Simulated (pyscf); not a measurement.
Thermochemistry of product channels of H₂N–SiH: (SMILES N[SiH]) [singlet] + H₂O (SMILES O) on the singlet surface, in kJ/mol, from ωB97M-D3(BJ)/def2-TZVP energies (ideal gas, 1 atm, RRHO with modes under 100 cm⁻¹ raised to 100, one conformer, R ln 2 for rigid chiral ones). Single points on ωB97X-D3(BJ)/def2-SVP structures (PySCF, gas phase).

```tsv
products	ΔE	ΔH(298 K)	ΔG(600 K)	ΔG(900 K)
H₂N–SiH₂–OH (SMILES N[SiH2]O)	-258.2	-257.2	-174.0	…
H₂N–Si:–OH (SMILES N[Si]O) [singlet] + H₂ (SMILES [H][H])	-116.7	-128.6	-114.0	-110.1
H₂N–SiH=O (SMILES N[SiH]=O) + H₂ (SMILES [H][H])	-92.6	-109.6	-92.2	…
```

Q: What belongs in the gaps?

A: 
- H₂N–SiH₂–OH (SMILES N[SiH2]O), ΔG(900 K): -134.6
- H₂N–SiH=O (SMILES N[SiH]=O) + H₂ (SMILES [H][H]), ΔG(900 K): -86.3

These are energies of the channels, which say nothing of barriers.
